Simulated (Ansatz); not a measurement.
A made-up structure of AlH2OF, singlet:

| atom | x (Å) | y (Å) | z (Å) |
| --- | --- | --- | --- |
| O1 | -0.9665 | 0.6115 | -0.4612 |
| Al2 | 0.4804 | -0.0410 | 0.0970 |
| F3 | 0.4929 | -1.5130 | 0.8391 |
| H4 | -1.8231 | 0.1945 | -0.3877 |
| H5 | 0.5825 | -2.4061 | 0.9888 |

It is relaxed with PBE-D4/def2-SVP and then PBE0-D4/def2-TZVP (Ansatz 0.2.0). Atoms count as bonded within 1.22 times the sum of their covalent radii (H–H: 0.88 Å). The end point is not checked to be a true minimum.

Task: Does its bonding change? (A judgement: the text doesn't fix the answer.)

Result: By the calculation: Yes. Formed: none; broken: Al2–F3.

Where it ends: The first stage lowers the energy by 1.87 eV in 24 steps. It ends as a complex of AlHO ([OH][Al]) + HF:
```
atom    x (Å)    y (Å)    z (Å)
  O1  -1.2219   0.9179  -0.5929
 Al2  -0.4113  -0.3694   0.0784
  F3   1.2704  -3.0383   1.4720
  H4  -1.6863   1.6528  -0.9754
  H5   0.8154  -2.3172   1.0939
```

Labels in which every atom is bracketed show which atoms are joined, not bond orders.

For scale, one of the runs: PBE0-D4/def2-TZVP relaxation, 111 basis functions, launched by `ansatz run in.yaml --threads 2 --pin off --events-out ev --progress --plain --max-ram 4352MiB`. The run took about 55 s on 2 CPU threads of an Arm Neoverse V1 (shared host).
